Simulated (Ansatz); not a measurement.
# AlH₃ (singlet): the correlation ladder, cc-pVTZ

How much of the correlation energy of AlH₃ (singlet) does each wave-function method recover here?

Program: Ansatz 0.2.0, Gaussian basis. Level of theory: cc-pVTZ, core rule «outside noble gas», up to 5 orbitals frozen. These are calculated values, not measurements.

Plan: UHF; CCSD(T) on RHF; CCSD(T) on UHF; BCCD(T) on RHF; CCSDT(Q) on RHF; CCSDT(Q) on UHF; CASSCF and MRCISD+Q, 6 electrons in 7 orbitals; CASSCF and NEVPT2, 6 electrons in 7 orbitals.

28 further runs of the same task are left out: 6 for a known fault of the program, 8 that didn't finish, 14 set aside as unsound or not needed.

## (1) The geometry

The geometry is a PBE0/def2-TZVP stationary point (not a proven minimum) of the parent state, kept for this charge and spin.

4 atoms, charge 0, spin multiplicity 1.

Atoms are counted from 1 here; the program's logs count them from 0.

Bond lengths: Al1–H2 1.590 Å, Al1–H3 1.843 Å, Al1–H4 1.843 Å, H3–H4 0.841 Å. Angles: H2–Al1–H3 101.8°, H2–Al1–H4 101.8°, H3–Al1–H4 26.4°, Al1–H3–H4 76.8°, Al1–H4–H3 76.8°.

## (2) UHF

in.yaml reads:

```yaml
crystal:
  periodic: [false, false, false]
  atoms:
    - {symbol: Al, position_ang: [0.000000, 0.074413, -0.095633]}
    - {symbol: H, position_ang: [0.000000, -1.372409, -0.753982]}
    - {symbol: H, position_ang: [0.420650, -0.309773, 1.656991]}
    - {symbol: H, position_ang: [-0.420650, -0.309773, 1.656991]}
basis:
  gaussian: {orbitals: cc-pVTZ}
magnetization: {spin_polarized: true, initial_magnetization: 0}
hamiltonian: {xc: hf}
output: {orbitals: {seedname: orbitals}}
```

Command:

```sh
$ ansatz run in.yaml --threads 1 --pin off --events-out ev --progress --plain --max-ram 2393MiB
```

Further steps of the session: CCSD(T) on RHF; CCSD(T) on UHF; BCCD(T) on RHF; CCSDT(Q) on RHF; CCSDT(Q) on UHF; CASSCF and MRCISD+Q, 6 electrons in 7 orbitals; CASSCF and NEVPT2, 6 electrons in 7 orbitals.

**Question.** What will the summary of the whole plan be? Wanted: RCCSDT(Q) below the RHF energy; RMP2 from RCCSDT(Q); UMP2 from RCCSDT(Q); RCCSD from RCCSDT(Q); RCCSD(T) from RCCSDT(Q); UCCSD(T) from RCCSDT(Q); UCCSDT(Q) from RCCSDT(Q); NEVPT2 valence from RCCSDT(Q); MRCISD+Q valence from RCCSDT(Q).

As calculated:

| quantity | value |
| --- | --- |
| RCCSDT(Q) below the RHF energy | -3.6377 eV |
| RMP2 from RCCSDT(Q) | +20.02 kcal/mol |
| UMP2 from RCCSDT(Q) | +21.13 kcal/mol |
| RCCSD from RCCSDT(Q) | +2.23 kcal/mol |
| RCCSD(T) from RCCSDT(Q) | +0.49 kcal/mol |
| UCCSD(T) from RCCSDT(Q) | +0.93 kcal/mol |
| UCCSDT(Q) from RCCSDT(Q) | +0.02 kcal/mol |
| NEVPT2 valence from RCCSDT(Q) | +13.83 kcal/mol |
| MRCISD+Q valence from RCCSDT(Q) | +0.38 kcal/mol |
| levels within 1 kcal/mol (43 meV) | RCCSD(T), UCCSD(T), BCCD(T), RCCSDT, UCCSDT, UCCSDT(Q), MRCISD+Q valence |
| T1 diagnostic | 0.015 |
| effectively unpaired electrons | 0.15 |

**Reading.** RCCSD(T) lands +0.49 kcal/mol from the yardstick (0.6 % of the correlation energy). One determinant dominates. Of the multireference levels listed MRCISD+Q valence comes nearest in total energy (+0.38 kcal/mol), which doesn't show that its space is the better one. These misses are within one basis, not against nature.
